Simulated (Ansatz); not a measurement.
Reaction (atomization): `N[Si]F` → F• + 2 H• + N• + Si•

Program: Ansatz. Geometries: PBE0-D4/def2-TZVP. ΔE: electronic, gas phase. CBS: def2 TZ/QZ extrapolation, frozen cores. Open shells (•) are unrestricted, without spin–orbit coupling. Spin–orbit coupling would lower the free atoms: a little for F, Si. One conformer a species, not always the lowest.

| species | HF/def2-QZVPP energy (Eh) |
| --- | --- |
| `N[Si]F` | -444.15391 |
| F• | -99.41589 |
| H• | -0.49998 |
| N• | -54.40439 |
| Si• | -288.85873 |

Q: Work out ΔE.

A: ΔE = 2 × (-0.49998) + (-99.41589) + (-54.40439) + (-288.85873) − (-444.15391) = 0.47494 Eh = +1247.0 kJ/mol. CCSD(T)/CBS gives +1832.2 kJ/mol.

Largest T1 diagnostic among the species: 0.014.

In def2-TZVPP, CCSD(T) changes the Hartree–Fock value by +523.5 kJ/mol (the triples alone add +32.1 kJ/mol) and MP2 by +567.3 kJ/mol; breaking electron pairs costs correlation energy, which Hartree–Fock lacks. From BLYP to BHLYP (50 % exact exchange), in def2-TZVPP and without D4, ΔE moves by −91.3 kJ/mol: exact exchange takes away binding that semilocal exchange gives to molecules. At CCSD(T), def2-SVP lies −181.5 kJ/mol from the extrapolated value and def2-TZVPP −69.6 kJ/mol: correlation converges slowly with the basis, and small sets miss more of it in the bonded molecule than in its fragments.
